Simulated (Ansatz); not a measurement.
For Sn (I4/mmm, No. 139, 1 atoms in the cell; start mp-55; another form than the element's usual one), PBEsol (Ansatz, an electronic-structure program, plane waves, PAW) gives:

```
Item                             Result
------------------------------  -------
equilibrium lattice constant a  3.930 Å
c axis length                   3.401 Å
```

What does r²SCAN in Ansatz (plane waves, PAW) give for the same quantities?


- lattice constant a: 4.028 Å (rises by 2.5 %)
- lattice parameter c: 3.350 Å (drops by 1.5 %)

Changes are worked out from the printed values.

Unless a cell is named, each level is at its own relaxed cell (PBEsol 26.27, r²SCAN 27.17 Å³/atom).

Caveats: the relaxation could not lower the start's symmetry, so the cell can be a saddle point above a distorted one (PBEsol, r²SCAN). Ansatz's density-functional and Hartree–Fock values are scalar-relativistic unless marked +SOC, with PAW data made under PBE.

A start named mp-… is a Materials Project structure, which need not be a measured phase.
